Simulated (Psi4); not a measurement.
# triplet HOF at 5 levels

Wanted: a comparison of 5 runs (U-r2SCAN/aug-cc-pVTZ, UB3LYP/aug-cc-pVTZ, UBHLYP/aug-cc-pVTZ, UBLYP/aug-cc-pVTZ, UTPSS/aug-cc-pVTZ) of triplet HOF. 

The calculation is run with Psi4 1.11.

**1. The system as given**

The species is HOF (3 atoms), meant as a triplet with charge 0. SMILES of the parent species: `OF`. The shape is that of a PBE0-D4/def2-TZVP optimisation. That shape belongs to the parent species and isn't relaxed for this state.

Bond lengths: O1–F2 1.406 Å, O1–H3 0.969 Å. Angles: F2–O1–H3 99.1°.

**2. Energy and forces at U-r2SCAN/aug-cc-pVTZ (run 1)**

fho.xyz reads:

```xyz
3
FHO
O      0.430590    -0.210340     0.216330
F     -0.221910     1.014620    -0.010980
H     -0.208690    -0.804280    -0.205350
```

fho.py reads:

```python
import psi4

psi4.set_memory(1600000000)
psi4.set_num_threads(1)
psi4.set_output_file('run.log', False)

with open('fho.xyz') as f:
    atoms = ''.join(f.readlines()[2:])
mol = psi4.geometry('0 3\n' + atoms + 'symmetry c1')

options = {'basis': 'aug-cc-pVTZ', 'reference': 'uks', 'puream': True, 'e_convergence': 1e-09, 'd_convergence': 1e-08, 'scf_type': 'pk', 'dft_radial_points': 99, 'dft_spherical_points': 590, 'maxiter': 100}
psi4.set_options(options)

energy_value, wavefunction = psi4.gradient('r2scan', return_wfn=True)
psi4.oeprop(wavefunction, 'MULLIKEN_CHARGES', 'QUADRUPOLE', 'DIPOLE')
print('gradient / Eh bohr^-1')
print(energy_value.np.round(6))
print(f'energy = {wavefunction.energy():.10f} Eh')
```

On the command line:

```console
$ python fho.py
```

run.log:

```text
[...]
  Running in c1 symmetry.
[...]
  Nuclear repulsion =   34.062701107921029
[...]
  Multiplicity = 3
[...]
  Nalpha       = 10
  Nbeta        = 8
[...]
    Number of basis functions: 115
[...]
   @UKS iter   1:  -175.31999054167267   -1.31175e-01   4.15525e-03 ADIIS/DIIS
[...]
   @UKS iter  13:  -175.40174212246578   -1.05160e-12   2.14758e-09 DIIS
[...]
   @S^2 Observed:                2.009862145E+00
[...]
    Orbital Energies [Eh]
    ---------------------
    Alpha Occupied:
       1A    -24.508816     2A    -19.086490     3A     -1.234588
       4A     -0.988379     5A     -0.568165     6A     -0.495768
       7A     -0.485115     8A     -0.351584     9A     -0.348706
      10A     -0.145362
    Alpha Virtual:
      11A     -0.016296    12A      0.074242    13A      0.085019
      14A      0.102093    15A      0.116625    16A      0.167082
      17A      0.187058    18A      0.191411    19A      0.207753
      20A      0.207850    21A      0.286705    22A      0.313500
      23A      0.344193    24A      0.504845    25A      0.576691
[...]
  @UKS Final Energy:  -175.40174212246578
   => Energetics <=
    Nuclear Repulsion Energy =             34.0627011079210291
    One-Electron Energy =                -311.0074855057106333
    Two-Electron Energy =                 120.8375002478508691
    DFT Exchange-Correlation Energy =     -19.2944579725270451
    Empirical Dispersion Energy =           0.0000000000000000
    VV10 Nonlocal Energy =                  0.0000000000000000
    Total Energy =                       -175.4017421224657767
[...]
  -Total Gradient:
     Atom            X                  Y                   Z
    ------   -----------------  -----------------  -----------------
       1       -0.135291282149     0.241282605361    -0.000000000000
       2        0.133436901433    -0.251599065540     0.000000000000
       3        0.001659665748     0.010515152813    -0.000000000000
[...]
 Multipole Moments:
 ------------------------------------------------------------------------------------
     Multipole            Electronic (a.u.)      Nuclear  (a.u.)        Total (a.u.)
 ------------------------------------------------------------------------------------
 L = 1.  Multiply by 2.5417464519 to convert [e a0] to [Debye]
 Dipole X            :         -0.2607055           -0.0741923           -0.3348978
 Dipole Y            :          1.0144388           -1.7197104           -0.7052716
 Dipole Z            :          0.0000000            0.0000000            0.0000000
 Magnitude           :                                                    0.7807461
 L = 2.  Multiply by 1.3450342976 to convert [e a0^2] to [Debye ang]
 Quadrupole XX       :        -15.8840614            7.5565772           -8.3274842
 Quadrupole XY       :         12.4381894          -10.9651301            1.4730592
[...]
  Mulliken Charges: (a.u.)
   Center  Symbol    Alpha    Beta     Spin     Total
       1     O     4.68051  3.36882  1.31169 -0.04934
       2     F     4.95857  4.24391  0.71466 -0.20248
       3     H     0.36092  0.38727 -0.02635  0.25181
   Total alpha = 10.00000, Total beta =  8.00000, Total charge =  0.00000
```

Standard output:

```text
gradient / Eh bohr^-1
[[-0.135291  0.241283 -0.      ]
 [ 0.133437 -0.251599  0.      ]
 [ 0.00166   0.010515 -0.      ]]
energy = -175.4017421225 Eh
```

Run time: 99 s. Hardware: 1 thread of Intel Xeon Platinum 8259CL at 2.50GHz (Skylake/Cascade Lake), shared host; peak memory 0.69 GiB.

**3. Energy and forces at UB3LYP/aug-cc-pVTZ (run 2)**

calc.py reads:

```python
import psi4

psi4.set_memory('1600 MB')
psi4.set_num_threads(1)
psi4.set_output_file('output.dat', False)

geom = psi4.geometry("""
0 3
O
F 1 1.406397
H 1 0.969153 2 99.05738
symmetry c1
""")

psi4.set_options({
    'basis': 'aug-cc-pVTZ',
    'reference': 'uks',
    'puream': True,
    'e_convergence': 1e-09,
    'd_convergence': 1e-08,
    'scf_type': 'pk',
    'dft_radial_points': 99,
    'dft_spherical_points': 590,
    'maxiter': 100,
})

e_tot, wfn = psi4.gradient('b3lyp', molecule=geom, return_wfn=True)
psi4.oeprop(wfn, 'WIBERG_LOWDIN_INDICES', 'DIPOLE', 'MAYER_INDICES', title='B3LYP')
print('gradient / Eh bohr^-1')
print(e_tot.np.round(6))
print(f'energy = {wfn.energy():.10f} Eh')
```

On the command line:

```console
$ python calc.py
```

output.dat:

```text
[...]
  Running in c1 symmetry.
[...]
  Nuclear repulsion =   34.062705558208670
[...]
  Multiplicity = 3
[...]
  Nalpha       = 10
  Nbeta        = 8
[...]
    Number of basis functions: 115
[...]
   @UKS iter   1:  -175.41127486361060   -1.85997e-01   3.72010e-03 ADIIS/DIIS
[...]
   @UKS iter  12:  -175.47618755488307   -5.68434e-12   4.58222e-09 DIIS
[...]
   @S^2 Observed:                2.009146715E+00
[...]
    Orbital Energies [Eh]
    ---------------------
    Alpha Occupied:
       1A    -24.707839     2A    -19.264801     3A     -1.286172
       4A     -1.031941     5A     -0.616843     6A     -0.543866
       7A     -0.532828     8A     -0.402426     9A     -0.394604
      10A     -0.192066
    Alpha Virtual:
      11A     -0.028315    12A      0.059742    13A      0.066323
      14A      0.083936    15A      0.099283    16A      0.146547
      17A      0.164113    18A      0.169185    19A      0.187973
      20A      0.188777    21A      0.260296    22A      0.301104
      23A      0.320997    24A      0.484805    25A      0.556502
[...]
  @UKS Final Energy:  -175.47618755488307
   => Energetics <=
    Nuclear Repulsion Energy =             34.0627055582086697
    One-Electron Energy =                -310.9832932137850889
    Two-Electron Energy =                 117.0956649580499942
    DFT Exchange-Correlation Energy =     -15.6512648573566313
    Empirical Dispersion Energy =           0.0000000000000000
    VV10 Nonlocal Energy =                  0.0000000000000000
    Total Energy =                       -175.4761875548830403
[...]
  -Total Gradient:
     Atom            X                  Y                   Z
    ------   -----------------  -----------------  -----------------
       1       -0.001170375236    -0.276839473227     0.000000000000
       2       -0.005000332664     0.285172851276     0.000000000000
       3        0.006171614082    -0.008333202387     0.000000000000
[...]
 Multipole Moments:
 ------------------------------------------------------------------------------------
     Multipole            Electronic (a.u.)      Nuclear  (a.u.)        Total (a.u.)
 ------------------------------------------------------------------------------------
 L = 1.  Multiply by 2.5417464519 to convert [e a0] to [Debye]
 Dipole X            :          0.2539804           -0.8972517           -0.6432714
 Dipole Y            :         -0.9940825            1.4689612            0.4748787
 Dipole Z            :         -0.0000000            0.0000000           -0.0000000
 Magnitude           :                                                    0.7995673
[...]
```

On the terminal:

```text
gradient / Eh bohr^-1
[[-0.00117  -0.276839  0.      ]
 [-0.005     0.285173  0.      ]
 [ 0.006172 -0.008333  0.      ]]
energy = -175.4761875549 Eh
```

It took 47 s on 1 thread of Intel Xeon Platinum 8259CL at 2.50GHz (Skylake/Cascade Lake), shared host; peak memory 0.68 GiB.

Runs 3 to 4 aren't shown in full; the table further down has their settings and results.

**4. Energy and forces at UTPSS/aug-cc-pVTZ (run 5)**

job.inp reads:

```
memory 1600 mb

molecule {
  0 3
  O
  F 1 1.406397
  H 1 0.969153 2 99.05738
  symmetry c1
}

set globals {
  reference uks
  puream true
  e_convergence 1e-09
  d_convergence 1e-08
  scf_type pk
  dft_radial_points 99
  dft_spherical_points 590
  maxiter 100
}

e_tot, wfn = gradient("tpss/aug-cc-pVTZ", return_wfn=True)
oeprop(wfn, "MAYER_INDICES", "QUADRUPOLE", "DIPOLE")
print_variables()
```

On the command line:

```console
$ psi4 -n 1 job.inp job.out
```

job.out (excerpt; [...] marks lines left out):

```text
[...]
  Running in c1 symmetry.
[...]
  Nuclear repulsion =   34.062705558208670
[...]
  Multiplicity = 3
[...]
  Nalpha       = 10
  Nbeta        = 8
[...]
    Number of basis functions: 115
[...]
   @UKS iter   1:  -175.39729279530363   -9.53136e-02   4.57266e-03 ADIIS/DIIS
[...]
   @UKS iter  13:  -175.49506283227421   -4.26326e-13   3.75766e-09 DIIS
[...]
   @S^2 Observed:                2.005953663E+00
[...]
  @UKS Final Energy:  -175.49506283227421
   => Energetics <=
    Nuclear Repulsion Energy =             34.0627055582086697
    One-Electron Energy =                -310.9289285887310825
    Two-Electron Energy =                 120.7494695574545744
    DFT Exchange-Correlation Energy =     -19.3783093592063942
    Empirical Dispersion Energy =           0.0000000000000000
    VV10 Nonlocal Energy =                  0.0000000000000000
    Total Energy =                       -175.4950628322742148
[...]
  -Total Gradient:
     Atom            X                  Y                   Z
    ------   -----------------  -----------------  -----------------
       1       -0.006395207398    -0.278300529266     0.000000000000
       2       -0.005483448247     0.288256054046     0.000000000000
       3        0.011881038548    -0.009955257924    -0.000000000000
[...]
 Multipole Moments:
 ------------------------------------------------------------------------------------
     Multipole            Electronic (a.u.)      Nuclear  (a.u.)        Total (a.u.)
 ------------------------------------------------------------------------------------
 L = 1.  Multiply by 2.5417464519 to convert [e a0] to [Debye]
 Dipole X            :          0.2772117           -0.8972517           -0.6200400
 Dipole Y            :         -1.0535425            1.4689612            0.4154187
 Dipole Z            :         -0.0000000            0.0000000           -0.0000000
 Magnitude           :                                                    0.7463393
 L = 2.  Multiply by 1.3450342976 to convert [e a0^2] to [Debye ang]
 Quadrupole XX       :        -10.1184774            3.1340284           -6.9844490
 Quadrupole XY       :          1.8603514           -2.9690532           -1.1087019
[...]
```

Run time: 93 s. Hardware: 1 thread of Intel Xeon Platinum 8259CL at 2.50GHz (Skylake/Cascade Lake), shared host; peak memory 0.68 GiB.

**5. Overview of the runs**

```
run                 level      task  energy (Eh)  dipole moment (D)  HOMO energy (eV)   ⟨S²⟩  wall time
  1  U-r2SCAN/aug-cc-pVTZ  gradient  -175.401742               1.98             -3.96  2.010       99 s
  2    UB3LYP/aug-cc-pVTZ  gradient  -175.476188               2.03             -5.23  2.009       47 s
  3    UBHLYP/aug-cc-pVTZ    energy  -175.392165               2.35             -7.65  2.016       31 s
  4     UBLYP/aug-cc-pVTZ  gradient  -175.469619               1.82             -3.52  2.005       46 s
  5     UTPSS/aug-cc-pVTZ  gradient  -175.495063               1.90             -3.59  2.006       93 s
```

**6. Results**

```
                                 quantity          value
                      run 5: total energy  -175.49506 Eh
                     run 5: dipole moment         1.90 D
run 5: HOMO energy (highest over α and β)       -3.59 eV
                              run 5: ⟨S²⟩          2.006
          run 5: largest force on an atom    14.825 eV/Å
```

The dipole moment (its size) runs from 1.82 D (UBLYP/aug-cc-pVTZ) to 2.35 D (UBHLYP/aug-cc-pVTZ). Totals of different functionals can't be ranked against each other. All runs together took 5.3 min, the longest 99 s.
